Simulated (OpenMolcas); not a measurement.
CH3AlO: a line through the functionals

CH3AlO has 6 atoms, charge 0, and is taken as a singlet. As SMILES, `[CH3][Al]=[O]`. The coordinates come from a PBE0-D4/def2-TZVP relaxation.

The HOMO–LUMO gap y, in eV, basis aug-cc-pVDZ; a is the functional's share of exact exchange. Programs: OpenMolcas 26.06.

```
functional     program     a  y (eV)
       PBE  OpenMolcas     0    3.65
    r2SCAN  OpenMolcas     0    4.23
     B3LYP  OpenMolcas   0.2       ?
      PBE0  OpenMolcas  0.25    5.68
     BHLYP  OpenMolcas   0.5    7.51
```

Question: Fit y = c + s·a to the known rows and predict B3LYP.

Answer: 
1. Means of the 4 rows: a = 0.1875, y = 5.268.
2. Σ(Δa)² = 0.17188, Σ(Δa·Δy) = 1.2244, so the slope is 1.2244/0.17188 = 7.1236.
3. Intercept: 5.268 − (7.1236) × 0.1875 = 3.932. The largest residual of the fit is 0.30.
4. B3LYP: 3.932 + (7.1236) × 0.2 = 5.36 eV.

The run gave 5.19 eV, so the prediction is off by +0.17 eV, within the largest residual. Exact exchange lowers occupied levels and raises empty ones. The rows mix families of semi-local functionals, which the line can't see.
